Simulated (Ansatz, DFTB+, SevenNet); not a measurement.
**hcp Tl: properties by level of theory**

Reference values: lattice constant a 3.457 Å (measured, 293 K, not corrected to a static lattice; as tabulated in Wikipedia's data pages); lattice parameter c 5.525 Å (measured, 293 K, not corrected to a static lattice; as tabulated in Wikipedia's data pages).

```
level (code)              lattice parameter a (Å)  lattice parameter c (Å)
------------------------  -----------------------  -----------------------
GFN1-xTB as cut by DFTB+                    4.674                    4.252
SevenNet-l3i5                               3.541                    5.755
PBE-D4 (Ansatz)                             3.511                    5.548
r²SCAN+rVV10 (Ansatz)                       3.495                    5.503
PBE0 (Ansatz)                               3.514                    5.628
```

Differences from the reference values (errors of the level alone only where the reference is corrected to a static lattice):

```csv
level,lattice constant a (%),lattice parameter c (%)
GFN1-xTB as cut by DFTB+,+35,-23
SevenNet-l3i5,+2.43,+4.16
PBE-D4,+1.56,+0.42
r²SCAN+rVV10,+1.10,-0.40
PBE0,+1.65,+1.86
```

Nearest: lattice constant a, not ranked (reference at room or unstated temperature); lattice parameter c, not ranked (reference at room or unstated temperature). Empirical potentials aren't ranked on values they can be fitted to.

Machine-learned potentials (SevenNet-l3i5) are trained on DFT data: a solid inside that data is no test of them.

Caveats: codes differ in how they cut the long-range tail of xTB's charge interaction in a crystal, so the value belongs to this code (GFN1-xTB as cut by DFTB+); the cell has another shape than the first-principles one, perhaps another minimum in the same group (GFN1-xTB as cut by DFTB+); the cell moved over 20 % in volume from its start (GFN1-xTB as cut by DFTB+); the method was fitted mainly to molecules (GFN1-xTB as cut by DFTB+). Ansatz's density-functional and Hartree–Fock values are scalar-relativistic unless marked +SOC, with PAW data made under PBE.

Differences are worked out from the printed values.

The computed numbers hold no vibrational or temperature effects.

Ansatz is a first-principles code.
